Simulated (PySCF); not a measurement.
Compound: difluorophosphane, F2HP.
Numbering: `[F:1][PH:2][F:3]` (hydrogens: H4 on P2)

Cartesian coordinates in Å at the PBE0-D3(BJ)/def2-SVP level; atoms count from 1:
```xyz
4
F2HP angstrom
F      1.2602   -0.5430    0.2998
P     -0.1290   -0.3153   -0.4801
F     -1.1277   -0.2425    0.7801
H      0.0214    1.1116   -0.6239
```

Theory: core-valence-separated Tamm–Dancoff BHandHLYP/aug-pcX-1 (pcseg-1 on H, def2-SVPD on P) in PySCF, non-relativistic, gas phase, PBE0-D3(BJ)/def2-SVP geometry. No empirical shift is added; at this level the pattern usually sits a few eV under experiment.

Task: List the fluorine K-edge absorption lines.

Result: 
```tsv
E (eV)	f	core hole on	main final orbital
684.56	0.0474	F1/F3	LUMO (2 roots, f summed)
685.61	0.0244	F1/F3	LUMO+1 (2 roots, f summed)
687.64	0.0171	F1/F3	LUMO+2 (2 roots, f summed)
688.64	0.0112	F1/F3	LUMO+3 (2 roots, f summed)
689.47	0.0192	F1/F3	LUMO+4 (2 roots, f summed)
```

The first line with a tenth or more of the strongest one's intensity is at 684.56 eV (f = 0.047, sum of 2), with the hole on F1/F3 (phosphorus-bound fluorine). It is also the strongest listed.

Roots within 0.03 eV whose holes lie on the same, on equivalent or on shared atoms are summed into one line, and the highest roots are left out, as the search may have cut off their partners. Final orbitals are the ground state's empty Kohn–Sham orbitals.

Task: What is the summed oscillator strength of the listed F K lines, and their intensity-weighted mean energy?

Result: Σf = 0.119 over 5 lines from 684.56 to 689.47 eV; the weighted mean is 686.39 eV. The strongest line holds 40 % of the sum.

Only the lowest roots of each edge were sought.
